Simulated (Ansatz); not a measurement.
Born effective charge (magnitude) (e) along a series of related solids, from r²SCAN (plane waves, PAW; Ansatz, a program for electronic structure).

| solid | r²SCAN |
|---|---|
| zinc-blende GaN (metastable phase) | 2.67 |
| zinc-blende GaP | 2.15 |
| zinc-blende GaAs | 2.15 |
| zinc-blende GaSb | 1.73 |

A member of the series is missing where a level wasn't run or failed, where a doubt is noted on the run or the magnetic state, for phases of high temperature or layered ones, and where values are held back for tests.

Spin–orbit coupling is left out, also for the solids with elements from indium on (zinc-blende GaSb); its size isn't shown.

Each level is taken at its own relaxed cell. Ansatz's density-functional and Hartree–Fock values are scalar-relativistic unless marked +SOC, with PAW data made under PBE.
